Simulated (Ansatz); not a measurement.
Input file:

```yaml
crystal:
  periodic: [false, false, false]
  atoms:
    - {symbol: In, position_ang: [0.000000, 0.053716, -0.033446]}
    - {symbol: H, position_ang: [0.000000, -5.978252, -0.857525]}
    - {symbol: H, position_ang: [0.384545, -0.070358, 2.333758]}
    - {symbol: H, position_ang: [-0.384545, -0.070358, 2.333758]}
basis:
  gaussian: {orbitals: def2-SVP}
magnetization: {spin_polarized: false, initial_magnetization: 2}
hamiltonian: {xc: hf}
scf: {lower_state_search: off}
output: {orbitals: {seedname: orbitals}}
```

```sh
$ ansatz run in.yaml --threads 1 --pin off --events-out ev --progress --plain --max-ram 2393MiB
```

Output:

```
these checks for a lower state are left out or cut short: stability, starts, cluster_reference, orbital_swaps, neighbouring_geometries, increment
494 factors; integrals over basis functions are off by at most 6.0e-4 eV
mean field evaluation 1: about -5191.9163 eV, gradient 6.9e0 eV
mean field evaluation 2: about -5191.9286 eV, gradient 6.9e0 eV
mean field evaluation 4: about -5192.5052 eV, gradient 5.0e-1 eV
mean field evaluation 8: about -5192.5079 eV, gradient 2.5e-1 eV
mean field -5192.50910873 eV, -190.8211901366 hartree, gradient 7.8e-7 eV, S^2 2.000000; 0 other end points of the search recorded, 0 dependent functions left out
reference -5192.50910873 eV, -190.8211901366 hartree; 13, 11 occupied and 28, 30 virtual orbitals, 494 factors
Total energy: -5192.50910873 eV, -190.8211901366 hartree
Checks for a lower state left out: stability, starts, cluster_reference, orbital_swaps, neighbouring_geometries, increment
```

Ran on 1 thread of AMD EPYC, shared host: 0.88 s wall, 0.08 GiB peak host memory.
